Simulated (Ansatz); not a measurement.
# BPN (quartet): one geometry, many settings at a displaced geometry (v2)

Aim: run BPN (quartet) at one geometry under a spread of methods and options, and see what each costs and gives.

Program: Ansatz 0.2.0, Gaussian basis. Level of theory: the settings change from run to run. These are calculated values, not measurements.

33 further runs of the same task are left out: 20 that didn't finish, 13 set aside as unsound or not needed.

## 1. The system

The geometry is a PBE0/def2-TZVP stationary point (not a proven minimum) with its atoms shifted at random (size 0.100 Å).

3 atoms, charge 0, spin multiplicity 4.

Atoms are counted from 1 here; the program's logs count them from 0.

Bond lengths: N1–B2 1.333 Å, B2–P3 1.852 Å. Angles: N1–B2–P3 170.4°.

## 2. CASSCF(7,6)/cc-pVDZ

File in.yaml:

```yaml
crystal:
  periodic: [false, false, false]
  atoms:
    - {symbol: N, position_ang: [0.084376, 0.005225, 1.498164]}
    - {symbol: B, position_ang: [-0.080498, 0.013599, 0.175858]}
    - {symbol: P, position_ang: [-0.003878, -0.018825, -1.674022]}
basis:
  gaussian: {orbitals: cc-pVDZ, point_charges: [{charge: -0.50, position_ang: [4.047, 0.370, -0.873]}]}
magnetization: {spin_polarized: false, initial_magnetization: 3}
correlation: {active_space: {window: {electrons: 7, orbitals: 6}, states: [{multiplicity: 4, weights: [1, 1, 1, 1]}, {multiplicity: 6, weights: [1]}]}}
```

Started as:

```
$ ansatz run in.yaml --threads 1 --pin off --events-out ev --progress --plain --max-ram 2393MiB
```

What it wrote:

```text
Functional definition: HF
  name "HF"
  cite "Fock, Z. Phys. 61, 126 (1930) doi:10.1007/BF01340294"
  parent pbe
  exchange = exact_x
  correlation = 0
832 factors; integrals over basis functions are off by at most 1.7e-7 eV
mean field evaluation 1: about -11412.4490 eV, gradient 4.1e1 eV
mean field evaluation 2: about -11412.5281 eV, gradient 4.1e1 eV
mean field evaluation 4: about -11415.8760 eV, gradient 2.8e1 eV
mean field evaluation 8: about -11422.6063 eV, gradient 3.2e0 eV
mean field evaluation 16: about -11422.7905 eV, gradient 2.1e-1 eV
mean field evaluation 32: about -11416.7764 eV, gradient 2.5e1 eV
mean field evaluation 64: about -11422.7505 eV, gradient 3.0e-3 eV
mean field evaluation 96: about -11416.7838 eV, gradient 1.9e1 eV
mean field evaluation 128: about -11416.7392 eV, gradient 5.6e0 eV
mean field evaluation 160: about -11422.3307 eV, gradient 2.6e0 eV
mean field -11422.79193302 eV, -419.7798608921 hartree, gradient 7.9e-6 eV, S^2 3.750000; 10 other end points of the search recorded, 0 dependent functions left out
reference -11422.79193302 eV, -419.7798608921 hartree; 15, 12 occupied and 31, 34 virtual orbitals, 832 factors
state -11423.46003408 eV, -419.8044131530 hartree
state -11422.53075035 eV, -419.7702626061 hartree
state -11421.87168106 eV, -419.7460422561 hartree
state -11420.41400884 eV, -419.6924737901 hartree
state -11418.56481909 eV, -419.6245173202 hartree
1 active orbitals were swapped for others, from the solution at -11421.15318356 eV, -419.7196379602 hartree to that at -11421.36825868 eV, -419.7275418251 hartree; typed "places" are swapped only where nearly empty or full, and so, without "given_window_search", are "orbital_numbers", "shells" and a window whose orbitals a file names under [Active]
Total energy: -11421.36825868 eV, -419.7275418251 hartree
```

Wall time 27 s (1 thread of Intel Xeon at 2.50GHz, shared host).

From the report: 90 determinants; active occupations (of the averaged states) 1.80, 1.39, 1.39, 1.10, 1.01, 0.32.

## 3. CCSD/cc-pVDZ

File in.yaml:

```yaml
crystal:
  periodic: [false, false, false]
  atoms:
    - {symbol: N, position_ang: [0.084376, 0.005225, 1.498164]}
    - {symbol: B, position_ang: [-0.080498, 0.013599, 0.175858]}
    - {symbol: P, position_ang: [-0.003878, -0.018825, -1.674022]}
basis:
  gaussian: {orbitals: cc-pVDZ}
magnetization: {spin_polarized: true, initial_magnetization: 3}
hamiltonian: {xc: {name: B3LYP}, pseudopotentials: {relativity: scalar}}
correlation: {method: ccsd, electrons: valence}
```

Launched as before.

What it wrote, shortened:

```text
Functional definition: B3LYP
  name "B3LYP"
  cite "Stephens, Devlin, Chabalowski & Frisch, J. Phys. Chem. 98, 11623 (1994) doi:10.1021/j100096a001"
  cite "Becke, Phys. Rev. A 38, 3098 (1988) doi:10.1103/PhysRevA.38.3098"
  cite "Lee, Yang & Parr, Phys. Rev. B 37, 785 (1988) doi:10.1103/PhysRevB.37.785"
  cite "Vosko, Wilk & Nusair, Can. J. Phys. 58, 1200 (1980) doi:10.1139/p80-159"
[...]
461 factors; integrals over basis functions are off by at most 1.1e-3 eV
[...]
mean field -11472.04768929 eV, -421.5899765482 hartree, gradient 1.3e-10 eV, S^2 3.778097; 5 other end points of the search recorded, 0 dependent functions left out
7 core orbitals not correlated: weight in the atoms' cores, before any rotation towards them, 1.000 or more for the frozen orbitals, at most 0.000 for the correlated occupied ones
reference -11443.30488544 eV, -420.5336979895 hartree; 8, 5 occupied and 31, 34 virtual orbitals, 461 factors
second order -7.72641311 eV of doubles, -0.32985099 eV of singles
cycle   1  -8.24787087 eV  change   -2.0e-1 eV  update   8.8e-2
[...]
cycle  12  -8.60838551 eV  change    7.8e-6 eV  update   1.6e-5
Total energy: -11451.91327095 eV, -420.8500503218 hartree
Relativity: scalar
```

Wall time 55 s (1 thread of Intel Xeon at 2.50GHz, shared host).

From the report: ⟨S²⟩ of the determinant 3.778 (pure quartet: 3.75); correlation -8.6084 eV; T1 0.017; largest double amplitude 0.06. The orbitals are Kohn-Sham ones, so correlation energy and T1 don't compare with those on Hartree-Fock orbitals.

## 4. CCSDT(Q) on ROHF/6-31G

File in.yaml:

```yaml
crystal:
  periodic: [false, false, false]
  atoms:
    - {symbol: N, position_ang: [0.084376, 0.005225, 1.498164]}
    - {symbol: B, position_ang: [-0.080498, 0.013599, 0.175858]}
    - {symbol: P, position_ang: [-0.003878, -0.018825, -1.674022]}
basis:
  gaussian: {orbitals: 6-31G}
magnetization: {spin_polarized: false, initial_magnetization: 3}
correlation: {method: ccsdt_q, electrons: valence}
```

The command is unchanged.

What it wrote, shortened:

```text
Functional definition: HF
  name "HF"
  cite "Fock, Z. Phys. 61, 126 (1930) doi:10.1007/BF01340294"
  parent pbe
[...]
656 factors; integrals over basis functions are off by at most 7.3e-8 eV
[...]
mean field -11420.57558576 eV, -419.6984116326 hartree, gradient 8.7e-6 eV, S^2 3.750000; 21 other end points of the search recorded, 0 dependent functions left out
[...]
determinant -11420.57558576 eV, -419.6984116326 hartree, with singles and doubles -11425.70507318 eV, -419.8869168183 hartree
determinant -11420.57492873 eV, -419.6983874873 hartree, with singles and doubles -11425.70363200 eV, -419.8868638559 hartree
determinant -11419.45120030 eV, -419.6570912291 hartree, with singles and doubles -11425.34190935 eV, -419.8735707939 hartree
determinant -11418.00360162 eV, -419.6038929587 hartree, with singles and doubles -11424.41511966 eV, -419.8395119009 hartree
[...]
determinant -11420.57558576 eV, -419.6984116326 hartree, with singles and doubles -11425.71274864 eV, -419.8871988864 hartree
determinant -11420.57492873 eV, -419.6983874873 hartree, with singles and doubles -11425.70626492 eV, -419.8869606141 hartree
determinant -11419.45120030 eV, -419.6570912291 hartree, with singles and doubles -11425.35366684 eV, -419.8740028735 hartree
[...]
7 core orbitals not correlated: weight in the atoms' cores, before any rotation towards them, 1.000 or more for the frozen orbitals, at most 0.000 for the correlated occupied ones
reference -11420.57558576 eV, -419.6984116326 hartree; 8, 5 occupied and 16, 19 virtual orbitals, 656 factors
second order -4.42813871 eV of doubles, -0.07980886 eV of singles
cycle   1  -4.75797506 eV  change   -2.5e-1 eV  update   1.0e-1
[...]
cycle  31  -5.34559240 eV  change   -1.8e-7 eV  update   1.4e-6
perturbative correction -0.01819991 eV, -0.0006688344 hartree
Total energy: -11425.93937807 eV, -419.8955273643 hartree
```

Run time: 82 s. Hardware: 1 thread of Intel Xeon at 2.50GHz, shared host.

From the report: correlation -5.3638 eV; T1 0.057; largest double amplitude 0.11.

## 5. BCCD on UHF/cc-pVDZ

File in.yaml:

```yaml
crystal:
  periodic: [false, false, false]
  atoms:
    - {symbol: N, position_ang: [0.084376, 0.005225, 1.498164]}
    - {symbol: B, position_ang: [-0.080498, 0.013599, 0.175858]}
    - {symbol: P, position_ang: [-0.003878, -0.018825, -1.674022]}
basis:
  gaussian: {orbitals: cc-pVDZ}
magnetization: {spin_polarized: true, initial_magnetization: 3}
correlation: {method: bccd, electrons: valence, diis_vectors: 2}
accuracy: high
```

Same command.

What it wrote, shortened:

```text
Functional definition: HF
  name "HF"
  cite "Fock, Z. Phys. 61, 126 (1930) doi:10.1007/BF01340294"
  parent pbe
[...]
912 factors; integrals over basis functions are off by at most 3.4e-9 eV
[...]
mean field -11423.18530431 eV, -419.7943170204 hartree, gradient 2.1e-8 eV, S^2 3.979602; 15 other end points of the search recorded, 0 dependent functions left out
determinant -11423.18530431 eV, -419.7943170204 hartree, with singles and doubles -11431.24854364 eV, -420.0906356002 hartree
determinant -11423.17565301 eV, -419.7939623416 hartree, with singles and doubles -11431.24710553 eV, -420.0905827507 hartree
determinant -11422.03436657 eV, -419.7520208386 hartree, with singles and doubles -11430.46658556 eV, -420.0618991706 hartree
determinant -11420.74734353 eV, -419.7047236143 hartree, with singles and doubles -11429.59747894 eV, -420.0299600918 hartree
determinant -11419.57092181 eV, -419.6614909134 hartree, with singles and doubles -11427.57099486 eV, -419.9554881754 hartree
determinant -11423.18530431 eV, -419.7943170204 hartree, with singles and doubles -11431.25783354 eV, -420.0909769977 hartree
determinant -11423.17565301 eV, -419.7939623416 hartree, with singles and doubles -11431.25657004 eV, -420.0909305649 hartree
7 core orbitals not correlated: weight in the atoms' cores, before any rotation towards them, 1.000 or more for the frozen orbitals, at most 0.000 for the correlated occupied ones
reference -11423.18530431 eV, -419.7943170204 hartree; 8, 5 occupied and 31, 34 virtual orbitals, 912 factors
second order -6.77268189 eV of doubles, -0.00000000 eV of singles
cycle   1  -8.03855504 eV  change    3.4e-2 eV  update   2.3e-2
[...]
cycle  42  -8.03811583 eV  change  -7.9e-10 eV  update   1.2e-9
Total energy: -11431.22342014 eV, -420.0897123287 hartree
```

It took 1.7 min on 1 thread of Intel Xeon at 2.50GHz, shared host.

From the report: ⟨S²⟩ of the determinant 3.980 (pure quartet: 3.75); correlation -8.0381 eV; largest double amplitude 0.06.

## 6. CCSD(T)/cc-pVDZ

Edit in.yaml of step 5 so:

```diff
@@ -9,3 +9,3 @@
 magnetization: {spin_polarized: true, initial_magnetization: 3}
-correlation: {method: bccd, electrons: valence, diis_vectors: 2}
-accuracy: high
+hamiltonian: {xc: {name: r2SCAN}}
+correlation: {method: ccsd_t, electrons: outside_noble_gas, diis_vectors: 1}
```

The command is unchanged.

What it wrote, shortened:

```text
Functional definition: r2SCAN
  name "r2SCAN"
  cite "Furness, Kaplan, Ning, Perdew & Sun, J. Phys. Chem. Lett. 11, 8208 (2020) doi:10.1021/acs.jpclett.0c02405"
  cite "Furness, Kaplan, Ning, Perdew & Sun, J. Phys. Chem. Lett. 11, 9248 (2020) doi:10.1021/acs.jpclett.0c03077"
  parent r2scan
[...]
461 factors; integrals over basis functions are off by at most 1.1e-3 eV
[...]
mean field -11448.86067404 eV, -420.7378694546 hartree, gradient 2.0e-10 eV, S^2 3.786208; 7 other end points of the search recorded, 0 dependent functions left out
7 core orbitals not correlated: weight in the atoms' cores, before any rotation towards them, 1.000 or more for the frozen orbitals, at most 0.000 for the correlated occupied ones
reference -11422.57333091 eV, -419.7718274128 hartree; 8, 5 occupied and 31, 34 virtual orbitals, 461 factors
second order -7.70968942 eV of doubles, -0.30574494 eV of singles
cycle   1  -8.20079243 eV  change   -1.9e-1 eV  update   9.1e-2
[...]
cycle  32  -8.58119546 eV  change   -1.5e-6 eV  update   1.6e-5
perturbative correction -0.34808471 eV, -0.0127918771 hartree
Total energy: -11431.50261108 eV, -420.0999724063 hartree
```

Run time: 75 s. Hardware: 1 thread of Intel Xeon at 2.50GHz, shared host.

From the report: ⟨S²⟩ of the determinant 3.786 (pure quartet: 3.75); correlation -8.9293 eV; T1 0.019; largest double amplitude 0.08. The orbitals are Kohn-Sham ones, so correlation energy and T1 don't compare with those on Hartree-Fock orbitals.

## 7. CCSDT(Q)/B/STO-3G

File in.yaml:

```yaml
crystal:
  periodic: [false, false, false]
  atoms:
    - {symbol: N, position_ang: [0.084376, 0.005225, 1.498164]}
    - {symbol: B, position_ang: [-0.080498, 0.013599, 0.175858]}
    - {symbol: P, position_ang: [-0.003878, -0.018825, -1.674022]}
basis:
  gaussian: {orbitals: STO-3G}
magnetization: {spin_polarized: true, initial_magnetization: 3}
hamiltonian: {xc: {name: B3LYP}}
correlation: {method: ccsdt_q_b, electrons: valence}
scf: {omitted_lower_state_checks: [cluster_reference]}
```

The command is unchanged.

What it wrote, shortened:

```text
Functional definition: B3LYP
  name "B3LYP"
  cite "Stephens, Devlin, Chabalowski & Frisch, J. Phys. Chem. 98, 11623 (1994) doi:10.1021/j100096a001"
  cite "Becke, Phys. Rev. A 38, 3098 (1988) doi:10.1103/PhysRevA.38.3098"
  cite "Lee, Yang & Parr, Phys. Rev. B 37, 785 (1988) doi:10.1103/PhysRevB.37.785"
  cite "Vosko, Wilk & Nusair, Can. J. Phys. 58, 1200 (1980) doi:10.1139/p80-159"
[...]
316 factors; integrals over basis functions are off by at most 4.6e-8 eV
[...]
mean field -11317.04840881 eV, -415.8938580529 hartree, gradient 8.2e-9 eV, S^2 3.776665; 5 other end points of the search recorded, 0 dependent functions left out
7 core orbitals not correlated: weight in the atoms' cores, before any rotation towards them, 0.999 or more for the frozen orbitals, at most 0.000 for the correlated occupied ones
reference -11290.35779252 eV, -414.9129959957 hartree; 8, 5 occupied and 4, 7 virtual orbitals, 316 factors
second order -3.02215842 eV of doubles, -0.27281731 eV of singles
cycle   1  -3.34952449 eV  change   -6.0e-2 eV  update   1.0e-1
[...]
cycle  38  -3.87021324 eV  change    1.0e-7 eV  update   4.5e-7
perturbative correction 0.00716588 eV, 0.0002633412 hartree
Total energy: -11294.22083988 eV, -415.0549603678 hartree
Checks for a lower state left out: cluster_reference
```

It took 24 s on 1 thread of Intel Xeon at 2.50GHz, shared host.

From the report: ⟨S²⟩ of the determinant 3.777 (pure quartet: 3.75); correlation -3.8630 eV; T1 0.171; largest double amplitude 0.12. The orbitals are Kohn-Sham ones, so correlation energy and T1 don't compare with those on Hartree-Fock orbitals.

## 8. NEVPT2(5,7)/cc-pVDZ

File in.yaml:

```yaml
crystal:
  periodic: [false, false, false]
  atoms:
    - {symbol: N, position_ang: [0.084376, 0.005225, 1.498164]}
    - {symbol: B, position_ang: [-0.080498, 0.013599, 0.175858]}
    - {symbol: P, position_ang: [-0.003878, -0.018825, -1.674022]}
basis:
  gaussian: {orbitals: cc-pVDZ}
magnetization: {spin_polarized: false, initial_magnetization: 3}
correlation: {method: sc_nevpt2, electrons: valence, active_space: {window: {electrons: 5, orbitals: 7}, states: [{multiplicity: 4, weights: [1, 0.5]}]}}
scf: {lower_state_search: off}
output: {forces: true}
```

Launched as before.

What it wrote, shortened:

```text
Functional definition: HF
  name "HF"
  cite "Fock, Z. Phys. 61, 126 (1930) doi:10.1007/BF01340294"
  parent pbe
[...]
832 factors; integrals over basis functions are off by at most 1.7e-7 eV
[...]
mean field -11422.67452571 eV, -419.7755462528 hartree, gradient 2.6e-6 eV, S^2 3.750000; 0 other end points of the search recorded, 0 dependent functions left out
reference -11422.67452571 eV, -419.7755462528 hartree; 15, 12 occupied and 31, 34 virtual orbitals, 832 factors
state -11423.97701959 eV, -419.8234120201 hartree
state -11423.91159585 eV, -419.8210077423 hartree
state -11423.97701959 eV, -419.8234120201 hartree; corrected -11430.39979606 eV, -420.0594447019 hartree
state -11423.91159585 eV, -419.8210077423 hartree; corrected -11430.38362536 eV, -420.0588504398 hartree
[...]
Total energy: -11430.39440583 eV, -420.0592466146 hartree
Atom 0 at     0.084376     0.005225     1.498164 Å, force    -0.115278     0.028349     1.018311 eV/Å
Atom 1 at    -0.080498     0.013599     0.175858 Å, force     0.266288    -0.043850    -0.483550 eV/Å
Atom 2 at    -0.003878    -0.018825    -1.674022 Å, force    -0.151011     0.015501    -0.534762 eV/Å
Dipole moment:    -0.054948     0.002733    -0.445661 e Å
Checks for a lower state left out: stability, starts, cluster_reference, orbital_swaps, neighbouring_geometries, increment
```

Run time: 18 s. Hardware: 1 thread of Intel Xeon at 2.50GHz, shared host.

From the report: 124 determinants; active occupations (of the averaged states) 1.60, 1.29, 1.00, 1.00, 0.06, 0.04, 0.00.

## 9. BCCD(T)/STO-3G

File in.yaml:

```yaml
crystal:
  periodic: [false, false, false]
  atoms:
    - {symbol: N, position_ang: [0.084376, 0.005225, 1.498164]}
    - {symbol: B, position_ang: [-0.080498, 0.013599, 0.175858]}
    - {symbol: P, position_ang: [-0.003878, -0.018825, -1.674022]}
basis:
  gaussian: {orbitals: STO-3G, point_charges: [{charge: -0.50, position_ang: [3.680, 0.216, 0.042]}]}
magnetization: {spin_polarized: false, initial_magnetization: 3}
hamiltonian: {xc: {name: B3LYP}}
correlation: {method: bccd_t, electrons: outside_noble_gas}
scf: {omitted_lower_state_checks: [cluster_reference]}
```

Launched as before.

What it wrote, shortened:

```text
Functional definition: B3LYP
  name "B3LYP"
  cite "Stephens, Devlin, Chabalowski & Frisch, J. Phys. Chem. 98, 11623 (1994) doi:10.1021/j100096a001"
  cite "Becke, Phys. Rev. A 38, 3098 (1988) doi:10.1103/PhysRevA.38.3098"
  cite "Lee, Yang & Parr, Phys. Rev. B 37, 785 (1988) doi:10.1103/PhysRevB.37.785"
  cite "Vosko, Wilk & Nusair, Can. J. Phys. 58, 1200 (1980) doi:10.1139/p80-159"
[...]
226 factors; integrals over basis functions are off by at most 3.0e-5 eV
[...]
mean field -11317.03880391 eV, -415.8935050795 hartree, gradient 1.6e-6 eV, S^2 3.750000; 6 other end points of the search recorded, 0 dependent functions left out
7 core orbitals not correlated: weight in the atoms' cores, before any rotation towards them, 0.999 or more for the frozen orbitals, at most 0.000 for the correlated occupied ones
reference -11290.21439972 eV, -414.9077264074 hartree; 8, 5 occupied and 4, 7 virtual orbitals, 226 factors
second order -3.13643631 eV of doubles, -0.32669707 eV of singles
cycle   1  -3.54260852 eV  change   -8.6e-2 eV  update   1.1e-1
[...]
cycle  60  -3.70285338 eV  change   -8.6e-6 eV  update   1.2e-6
perturbative correction -0.23059050 eV, -0.0084740444 hartree
Total energy: -11294.14784360 eV, -415.0522778038 hartree
Checks for a lower state left out: cluster_reference
```

Run time: 12 s. Hardware: 1 thread of Intel Xeon at 2.50GHz, shared host.

From the report: correlation -3.9334 eV; largest double amplitude 0.09.

## 10. CCSD(T)/def2-SVP

File in.yaml:

```yaml
crystal:
  periodic: [false, false, false]
  atoms:
    - {symbol: N, position_ang: [0.084376, 0.005225, 1.498164]}
    - {symbol: B, position_ang: [-0.080498, 0.013599, 0.175858]}
    - {symbol: P, position_ang: [-0.003878, -0.018825, -1.674022]}
basis:
  gaussian: {orbitals: def2-SVP}
magnetization: {spin_polarized: false, initial_magnetization: 3}
hamiltonian: {xc: {name: PBE0}}
correlation: {method: ccsd_t, electrons: all}
```

The command is unchanged.

What it wrote, shortened:

```text
Functional definition: PBE0
  name "PBE0"
  cite "Adamo & Barone, J. Chem. Phys. 110, 6158 (1999) doi:10.1063/1.478522"
  cite "Perdew, Burke & Ernzerhof, Phys. Rev. Lett. 77, 3865 (1996) doi:10.1103/PhysRevLett.77.3865"
  parent pbe
[...]
444 factors; integrals over basis functions are off by at most 9.9e-4 eV
[...]
mean field -11439.56768556 eV, -420.3963584268 hartree, gradient 1.7e-10 eV, S^2 3.750000; 6 other end points of the search recorded, 0 dependent functions left out
[...]
reference -11417.29037635 eV, -419.5776824135 hartree; 15, 12 occupied and 31, 34 virtual orbitals, 444 factors
second order -8.26743738 eV of doubles, -0.47673129 eV of singles
cycle   1  -8.82482693 eV  change   -8.3e-2 eV  update   9.7e-2
[...]
cycle  12  -9.20892749 eV  change    1.2e-5 eV  update   1.4e-5
perturbative correction -0.37038807 eV, -0.0136115105 hartree
Total energy: -11426.86969191 eV, -419.9297157672 hartree
```

It took 84 s on 1 thread of Intel Xeon at 2.50GHz, shared host.

From the report: correlation -9.5793 eV; T1 0.017; largest double amplitude 0.06. The orbitals are Kohn-Sham ones, so correlation energy and T1 don't compare with those on Hartree-Fock orbitals.

## 11. The runs in one table

Where basis and cores are those of an earlier UCCSDT(Q)/cc-pVDZ run (-11431.6374 eV), and the state is the same kind, the miss against it is given.

```csv
level,correlated,functions,energy (eV),from UCCSDT(Q) (meV),time
"CASSCF(7,6)/cc-pVDZ (mean of several states, beside a point charge)",,46,-11421.3683,,27 s
"CCSD/cc-pVDZ (on B3LYP orbitals, relativity set)",valence,46,-11451.9133,,55 s
CCSDT(Q) on ROHF/6-31G,valence,31,-11425.9394,,82 s
BCCD on UHF/cc-pVDZ,valence,46,-11431.2234,414.0,1.7 min
CCSD(T)/cc-pVDZ (on r2SCAN orbitals),outside noble gas,46,-11431.5026,134.8,75 s
CCSDT(Q)/B/STO-3G (on B3LYP orbitals),valence,19,-11294.2208,,24 s
"NEVPT2(5,7)/cc-pVDZ (mean of several states)",valence,46,-11430.3944,,18 s
"BCCD(T)/STO-3G (beside a point charge, on B3LYP orbitals)",outside noble gas,19,-11294.1478,,12 s
CCSD(T)/def2-SVP (on PBE0 orbitals),all,46,-11426.8697,,84 s
```

## 12. Outcome

```
quantity                                                            value
    runs                                                                9
quickest  BCCD(T)/STO-3G (beside a point charge, on B3LYP orbitals), 12 s
 slowest                                     BCCD on UHF/cc-pVDZ, 1.7 min
```

What this shows: Total energies in different bases, with other cores or another treatment of relativity can't be set against each other. BCCD on UHF/cc-pVDZ took 9 times as long as BCCD(T)/STO-3G (beside a point charge, on B3LYP orbitals); the jobs differ in more than the method. Among the correlated runs with a miss given, it spans +135 to +414 meV. Cores frozen from Kohn-Sham orbitals shift the total energy.
